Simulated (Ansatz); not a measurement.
2H MoTe2, treated with PBE0-D3(BJ) (Ansatz, a quantum-chemistry and plane-wave program, plane waves, PAW).

The cell is the one relaxed with PBE-D3(BJ): a = b = 3.4966 Å, c = 13.6955 Å, α = β = 90.00°, γ = 120.00°.

Q: Predict the interlayer binding energy.

A: 
* **interlayer binding energy**: 44.7 meV/Å²

Spin–orbit coupling is not included.

The computed numbers hold no vibrational or temperature effects.

Cost on a shared machine: roughly 21 core-minutes.
